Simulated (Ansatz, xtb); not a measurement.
**CH2S2: 3 structures ranked**

3 gas-phase structures of CH2S2, found in a search over its isomers (lower ones may exist). Each was relaxed with GFN2-xTB; where two conformers were screened, the lower at r2SCAN-D4/def2-SVP is listed:

A. `C1SS1`, a singlet
B. `S=CS`, a singlet
C. `C=S=S`, a singlet

Q: Which do you expect lowest at r2SCAN-D4/def2-SVP, and how would the others follow?

A: Calculated order at r2SCAN-D4/def2-SVP: B (0.0), A (9.5), C (17.4) kcal/mol.

Energies above the lowest of each column, in kcal/mol; the last columns are at PBE0-D4/def2-TZVP geometries (a dash: not run or not comparable):

```csv
structure,GFN2-xTB,HF/STO-3G,r2SCAN-D4/def2-SVP,PBE0-D4/def2-TZVP,CCSD(T)/def2-TZVPP
B,10.7,13.0,0.0,0.2,0.0
A,0.0,0.0,9.5,0.0,2.2
C,13.4,69.5,17.4,10.4,–
```

CCSD(T)/def2-TZVPP puts B lowest of those it was run on; GFN2-xTB picks A, HF/STO-3G picks A. Flexible structures stand in one conformer each, not always the lowest. Frequencies (PBE0-D4/def2-TZVP) were run for A, B alone.

Programs: Ansatz 0.2.0, xtb 6.7.1.
